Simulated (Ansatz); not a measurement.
**C6H8 (divinylethylene): ranking of conformers, by script**

A script is to give a ranking of conformers; the system is C6H8 (divinylethylene).

All numbers are computed with Ansatz 0.2.0 through its Python package. Level of theory: PBE0+D3(BJ)/def2-SVP.

## Step 1: Starting point

The script builds its own geometries from the SMILES C=C/C=C/C=C.

No structure file is read: the coordinates are typed or built in the script.

## Step 2: Script

The input, run_conformers.py:

```python
"""Conformer energies of C6H8."""

import ansatz as az
from rdkit import Chem
from rdkit.Chem import AllChem

params = {
    "basis_set": "def2-SVP",
    "functional": "pbe0",
    "vdw": "d3bj",
}


def main() -> None:
    rd = Chem.AddHs(Chem.MolFromSmiles("C=C/C=C/C=C"))
    ids = list(AllChem.EmbedMultipleConfs(rd, numConfs=20, randomSeed=810, pruneRmsThresh=0.4))
    field = [energy for _, energy in AllChem.MMFFOptimizeMoleculeConfs(rd)]
    distinct = {round(e, 2): i for i, e in zip(ids, field)}
    chosen = sorted(distinct.items())[:3]
    found = []
    for force_field, index in chosen:
        molecule = az.Crystal.molecule()
        for atom, xyz in zip(rd.GetAtoms(), rd.GetConformer(index).GetPositions()):
            molecule = molecule.atom(atom.GetSymbol(), xyz.round(5).tolist())
        setup = (
            molecule.calculation()
            .basis(gaussian=params["basis_set"])  # atom-centred Gaussian functions
            .functional(params["functional"], dispersion=params["vdw"])
        )
        found.append(setup.run(threads=1, pin="off").report["free_energy_ev"])
    print("conformer   MMFF (kcal/mol)   this level (kJ/mol)")
    for (force_field, index), e in zip(chosen, found):
        print(f"{index:9d} {force_field - chosen[0][0]:17.2f} {96.485332 * (e - min(found)):17.3f}")


if __name__ == "__main__":
    main()
```

## Step 3: What the engine is handed

The package turns the script's settings into the engine's input (first run):

```yaml
crystal:
  periodic: [false, false, false]
  atoms:
    - { symbol: C, position_ang: [2.80214, -1.083, 0.50431] }
    - { symbol: C, position_ang: [1.47242, -1.13447, 0.36444] }
    - { symbol: C, position_ang: [0.66658, 0.02753, 0.06981] }
    - { symbol: C, position_ang: [-0.66658, -0.02753, -0.06981] }
    - { symbol: C, position_ang: [-1.47242, 1.13447, -0.36444] }
    - { symbol: C, position_ang: [-2.80214, 1.083, -0.50431] }
    - { symbol: H, position_ang: [3.35934, -0.15704, 0.40385] }
    - { symbol: H, position_ang: [3.36749, -1.98284, 0.7259] }
    - { symbol: H, position_ang: [0.96589, -2.091, 0.47596] }
    - { symbol: H, position_ang: [1.18691, 0.977, -0.03892] }
    - { symbol: H, position_ang: [-1.18691, -0.977, 0.03892] }
    - { symbol: H, position_ang: [-0.96589, 2.091, -0.47596] }
    - { symbol: H, position_ang: [-3.35934, 0.15704, -0.40385] }
    - { symbol: H, position_ang: [-3.36749, 1.98284, -0.7259] }
basis:
  gaussian:
    orbitals: def2-SVP
hamiltonian:
  xc: pbe0
  dispersion: d3bj
```

## Step 4: Running it

Started as:

```console
$ python run_conformers.py
```

**Question.** What results will this script give? Wanted: lowest; next above it by.

The runs gave:

```
        quantity     value
   runs compared         2
          lowest     run 1
next above it by  0.178 eV
```

What this shows: The structures are force-field minima, not relaxed at this level. Of those tried, run 1 is lowest; run 2 lies 0.178 eV above it. The conformers keep their force-field geometries.
